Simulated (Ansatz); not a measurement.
## Pt (P6₃/mmc, No. 194, 2 atoms in the cell; start mp-2647022; another form than the element's usual one)

The numbers are results of PBEsol in Ansatz (PAW), not measurements.

Numerical settings: plane-wave cutoff 500 eV, 30×30×16 k mesh (along the axes of the cell as run), Fermi–Dirac smearing 0.1 eV, scalar-relativistic PAW data made under PBE.

Cell (relaxed at this level):

```cif
data_Pt2
_chemical_formula_sum 'Pt2'
_space_group_name_H-M_alt 'P 1'
_space_group_IT_number 1
_cell_length_a 2.73296
_cell_length_b 2.73296
_cell_length_c 4.68404
_cell_angle_alpha 90.000
_cell_angle_beta 90.000
_cell_angle_gamma 120.000
loop_
_space_group_symop_operation_xyz
  'x, y, z'
loop_
_atom_site_label
_atom_site_type_symbol
_atom_site_fract_x
_atom_site_fract_y
_atom_site_fract_z
_atom_site_occupancy
Pt1 Pt 0.66667 0.33333 0.75000 1
Pt2 Pt 0.33333 0.66667 0.25000 1
```

```
Quantity  Value
--------  -----
band gap   none
```

Note: the relaxation could not lower the start's symmetry, so the cell can be a saddle point above a distorted one.

Spin–orbit coupling is not included.

The computed numbers hold no vibrational or temperature effects.

It cost roughly 4 core-minutes of CPU time.

A start named mp-… is a Materials Project structure, which need not be a measured phase.

Ansatz is an electronic-structure program.
